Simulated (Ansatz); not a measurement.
Basis-set extrapolation for C3H7NO, SMILES `COC(C)=N` (PBE0-D4/def2-TZVP geometry, frozen core, Ansatz). Multiplicity 1, RHF reference.

```
                      def2-TZVPP   def2-QZVPP
                 HF  -247.083520  -247.095236
    MP2 correlation    -0.946195    -1.011782
CCSD(T) correlation    -1.020859      not run
```

Energies in hartree. Use E(X) = E(∞) + A·exp(−7.88·√X) for Hartree–Fock and E(X) = E(∞) + B·X^(−2.97) for correlation, with X = 3 and 4, and add CCSD(T) minus MP2 of the smaller set to the MP2 limit.

What is the CCSD(T) energy at the basis-set limit?

HF limit: -247.095236 + (-0.011716) × 0.13774 = -247.09685. MP2 limit: -1.011782 + (-0.065587) × 0.74074 = -1.06036. Higher-order term: -1.020859 − (-0.946195) = -0.07466. Total: -248.23187 hartree, 334.7 kJ/mol below CCSD(T)/def2-TZVPP.
